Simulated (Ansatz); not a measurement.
**doublet Si2H6O+: levels of theory compared**

Wanted: a comparison of 6 runs (UHF/STO-3G, UHF/3-21G, UHF/def2-SVPD, U-r2SCAN/def2-SVPD, U-revPBE/def2-SVPD, UMP2/def2-SVPD) of doublet Si2H6O+. 

The results are computed with Ansatz 0.2.0.

30 further runs of the same task are left out: 30 set aside as unsound or not needed.

## 1. The system as given

Si2H6O+ has 9 atoms, charge +1, and is taken as a doublet. SMILES of the parent species: `O[SiH2][SiH3]`. The shape is that of a PBE0-D4/def2-TZVP optimisation. This is one conformer, not always the lowest. That shape belongs to the parent species and isn't relaxed for this state.

Bond lengths: O1–Si2 1.654 Å, Si2–Si3 2.347 Å, O1–H4 0.958 Å, Si2–H5 1.493 Å, Si2–H6 1.484 Å, Si3–H7 1.489 Å, Si3–H8 1.491 Å, Si3–H9 1.488 Å. Some angles: O1–Si2–Si3 112.4°, O1–Si2–H5 111.3°, O1–Si2–H6 105.5°, Si3–Si2–H5 108.5°, Si3–Si2–H6 110.6°, Si2–O1–H4 117.6°, Si2–Si3–H7 110.0°, Si2–Si3–H8 110.1°, Si2–Si3–H9 111.4°, H5–Si2–H6 108.5°.

## 2. A single-point energy at UHF/STO-3G (run 1)

Input file in.yaml:

```yaml
crystal:
  periodic: [false, false, false]
  atoms:
    - {symbol: O, position_ang: [-1.609000, 1.039900, -0.762000]}
    - {symbol: Si, position_ang: [0.004800, 0.933100, -0.415900]}
    - {symbol: Si, position_ang: [0.544200, -1.038400, 0.738600]}
    - {symbol: H, position_ang: [-1.996600, 0.341400, -1.290800]}
    - {symbol: H, position_ang: [0.830600, 0.994500, -1.657800]}
    - {symbol: H, position_ang: [0.311400, 2.125200, 0.413000]}
    - {symbol: H, position_ang: [2.012900, -1.104800, 0.974500]}
    - {symbol: H, position_ang: [0.146200, -2.228200, -0.066200]}
    - {symbol: H, position_ang: [-0.156000, -1.109100, 2.049500]}
basis:
  gaussian:
    orbitals: STO-3G
total_charge: 1
magnetization:
  spin_polarized: true
  initial_magnetization: 1
hamiltonian:
  xc: hf
accuracy: high
output:
  orbitals: {seedname: orbitals}
```

Started as:

```bash
$ ansatz run in.yaml --threads 1 --pin off --max-ram 3480MiB --events-out events.jsonl --progress --plain --runs-dir runs
```

Log:

```text
Warning: RAYON_NUM_THREADS=1 ignored (pool sized by the plan → 1); use --threads N
Functional definition: HF
  name "HF"
  exchange = exact_x
  correlation = 0
560 factors; integrals over basis functions are off by at most 2.4e-8 eV
mean field evaluation 1: about -17636.6848 eV, gradient 2.1e1 eV
mean field evaluation 2: about -17636.7090 eV, gradient 2.1e1 eV
mean field evaluation 4: about -17640.5614 eV, gradient 2.3e0 eV
mean field evaluation 8: about -17641.3730 eV, gradient 1.5e0 eV
mean field evaluation 16: about -17641.4869 eV, gradient 2.6e-2 eV
mean field evaluation 32: about -17640.2318 eV, gradient 2.3e0 eV
mean field evaluation 64: about -17641.4448 eV, gradient 4.5e-1 eV
mean field -17641.48694895 eV, -648.3126875446 hartree, gradient 2.2e-8 eV, S^2 0.760793; 0 other end points of the search recorded, 0 dependent functions left out
reference -17641.48694895 eV, -648.3126875446 hartree; 21, 20 occupied and 8, 9 virtual orbitals, 560 factors
Total energy: -17641.48694895 eV, -648.3126875446 hartree
```

Run time: 0.48 s. Hardware: 1 thread of Arm Neoverse V1, shared host.

## 3. A single-point energy at UHF/3-21G (run 2)

Input file run.yaml:

```yaml
crystal:
  periodic: [false, false, false]
  atoms:
    - symbol: O
      position_ang: [-1.609000, 1.039900, -0.762000]
    - symbol: Si
      position_ang: [0.004800, 0.933100, -0.415900]
    - symbol: Si
      position_ang: [0.544200, -1.038400, 0.738600]
    - symbol: H
      position_ang: [-1.996600, 0.341400, -1.290800]
    - symbol: H
      position_ang: [0.830600, 0.994500, -1.657800]
    - symbol: H
      position_ang: [0.311400, 2.125200, 0.413000]
    - symbol: H
      position_ang: [2.012900, -1.104800, 0.974500]
    - symbol: H
      position_ang: [0.146200, -2.228200, -0.066200]
    - symbol: H
      position_ang: [-0.156000, -1.109100, 2.049500]
basis:
  gaussian:
    orbitals: 3-21G.json
total_charge: 1
magnetization:
  spin_polarized: true
  initial_magnetization: 1
hamiltonian:
  xc: hf
accuracy: high
output: {orbitals: {seedname: orbitals}}
```

The basis set 3-21G is read from a file made from the Basis Set Exchange's data (not shown).

Started as:

```bash
$ ansatz run run.yaml --threads 1 --pin off --max-ram 3480MiB --events-out events.jsonl --progress --plain --runs-dir runs
```

Log:

```text
Warning: RAYON_NUM_THREADS=1 ignored (pool sized by the plan → 1); use --threads N
[... 4 set-up lines as earlier in the session ...]
1063 factors; integrals over basis functions are off by at most 3.8e-9 eV
mean field evaluation 1: about -17746.9807 eV, gradient 3.4e1 eV
mean field evaluation 2: about -17747.2352 eV, gradient 3.4e1 eV
mean field evaluation 4: about -17751.7530 eV, gradient 1.9e0 eV
mean field evaluation 8: about -17751.8404 eV, gradient 5.3e-1 eV
mean field evaluation 16: about -17751.9189 eV, gradient 3.1e-1 eV
mean field evaluation 32: about -17751.9543 eV, gradient 1.3e-8 eV
mean field evaluation 64: about -17746.4493 eV, gradient 2.5e1 eV
mean field evaluation 96: about -17751.9048 eV, gradient 8.3e-1 eV
mean field evaluation 128: about -17751.9470 eV, gradient 1.9e-1 eV
mean field -17751.95434499 eV, -652.3722894716 hartree, gradient 3.3e-8 eV, S^2 0.781761; 2 other end points of the search recorded, 0 dependent functions left out
reference -17751.95434499 eV, -652.3722894716 hartree; 21, 20 occupied and 26, 27 virtual orbitals, 1063 factors
Total energy: -17751.95434499 eV, -652.3722894716 hartree
```

It took 1.7 s on 1 thread of Arm Neoverse V1, shared host; peak memory 0.13 GiB.

Runs 3 to 5 aren't shown in full; the table further down has their settings and results.

## 4. A single-point energy at UMP2/def2-SVPD (run 6)

Input file in.yaml:

```yaml
basis:
  gaussian: {orbitals: def2-SVPD}
crystal:
  periodic: [false, false, false]
  atoms:
    - symbol: O
      position_ang: [-1.609000, 1.039900, -0.762000]
    - symbol: Si
      position_ang: [0.004800, 0.933100, -0.415900]
    - symbol: Si
      position_ang: [0.544200, -1.038400, 0.738600]
    - symbol: H
      position_ang: [-1.996600, 0.341400, -1.290800]
    - symbol: H
      position_ang: [0.830600, 0.994500, -1.657800]
    - symbol: H
      position_ang: [0.311400, 2.125200, 0.413000]
    - symbol: H
      position_ang: [2.012900, -1.104800, 0.974500]
    - symbol: H
      position_ang: [0.146200, -2.228200, -0.066200]
    - symbol: H
      position_ang: [-0.156000, -1.109100, 2.049500]
total_charge: 1
magnetization: {spin_polarized: true, initial_magnetization: 1}
correlation: {method: mp2, frozen_orbitals: {H: 0, O: 1, Si: 5}}
accuracy: high
```

Started as:

```bash
$ ansatz run in.yaml --threads 1 --pin off --max-ram 3480MiB --events-out events.jsonl --progress --plain --runs-dir runs
```

Log:

```text
Warning: RAYON_NUM_THREADS=1 ignored (pool sized by the plan → 1); use --threads N
[... 4 set-up lines as earlier in the session ...]
2341 factors; integrals over basis functions are off by at most 3.8e-9 eV
mean field evaluation 1: about -17835.3816 eV, gradient 3.8e1 eV
mean field evaluation 2: about -17835.3891 eV, gradient 3.8e1 eV
mean field evaluation 4: about -17841.4040 eV, gradient 3.1e0 eV
mean field evaluation 8: about -17841.5227 eV, gradient 1.5e-1 eV
mean field evaluation 16: about -17840.9337 eV, gradient 1.4e0 eV
mean field -17841.52378803 eV, -655.6639057909 hartree, gradient 6.2e-8 eV, S^2 0.763901; 1 other end points of the search recorded, 0 dependent functions left out
11 core orbitals not correlated: weight in the atoms' cores, before any rotation towards them, 1.000 or more for the frozen orbitals, at most 0.000 for the correlated occupied ones
reference -17841.52378803 eV, -655.6639057909 hartree; 10, 9 occupied and 98, 99 virtual orbitals, 2341 factors
second order -10.77724235 eV of doubles, -0.00000000 eV of singles
Total energy: -17852.30103038 eV, -656.0599621421 hartree
```

Wall time 9 s (1 thread of Arm Neoverse V1, shared host); peak memory 0.45 GiB.

## 5. All runs side by side

| run | level | frozen core orbitals | energy (Eh) | HOMO energy (eV) | LUMO energy (eV) | ⟨S²⟩ | wall time |
| --- | --- | --- | --- | --- | --- | --- | --- |
| 1 | UHF/STO-3G | – | -648.312688 | -14.92 | -3.78 | 0.761 | 0.48 s |
| 2 | UHF/3-21G | – | -652.372289 | -17.12 | -7.99 | 0.782 | 1.7 s |
| 3 | UHF/def2-SVPD | – | -655.663906 | -18.16 | -8.55 | 0.764 | 9 s |
| 4 | U-r2SCAN/def2-SVPD | – | -657.151691 | -13.93 | -12.67 | 0.755 | 38 s |
| 5 | U-revPBE/def2-SVPD | – | -657.104766 | -13.57 | -12.63 | 0.752 | 18 s |
| 6 | UMP2/def2-SVPD | 11 | -656.059962 | – | – | 0.764 | 9 s |

## 6. Results

| quantity | value |
| --- | --- |
| run 6: total energy | -656.05996 Eh |
| run 6: correlation energy (11 core orbitals frozen) | -396.1 mEh |
| run 6: ⟨S²⟩ of the reference determinant | 0.764 |

What this shows: Totals of different functionals can't be ranked against each other. In run 1 the basis is minimal, so the values are rough. All runs together took 77 s, the longest 38 s.
